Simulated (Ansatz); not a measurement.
**Telling isomers of C2H5N− apart by their spectra**

These gas-phase data were calculated for one isomer of C2H5N− at PBE0-D3(BJ)/def2-SVPD (harmonic, unscaled wavenumbers; equilibrium rotational constants with average atomic masses):

- rotational constants: 45.78, 9.695, 8.48 GHz
- all wavenumbers above 1500 cm⁻¹: 3536, 3160, 3121, 3042, 3033, 1590

Candidates:

(1) the doublet with the links of `[CH2-][CH]N`
(2) the doublet with the links of `[CH2][N-]C`

Problem. Which structure fits?

Solution. Candidate (1). The band at 3536 cm⁻¹ lies where the N–H stretch is expected; (2) has no mode between 3250 and 3800 cm⁻¹.

The same quantities for all candidates:

```
     rotational constants (GHz)         wavenumbers above 1500 cm⁻¹  E above the lowest, PBE0-D3(BJ)/def2-SVPD (kcal/mol)
(1)          45.78, 9.695, 8.48  3536, 3160, 3121, 3042, 3033, 1590                                                   9.3
(2)         48.27, 10.69, 9.321        3055, 2989, 2859, 2742, 2697                                                   0.0
```

Harmonic stretches to hydrogen usually lie a few per cent above observed fundamentals. Each candidate is one conformer. Open shells are spin-unrestricted. Programs: Ansatz 0.2.0.
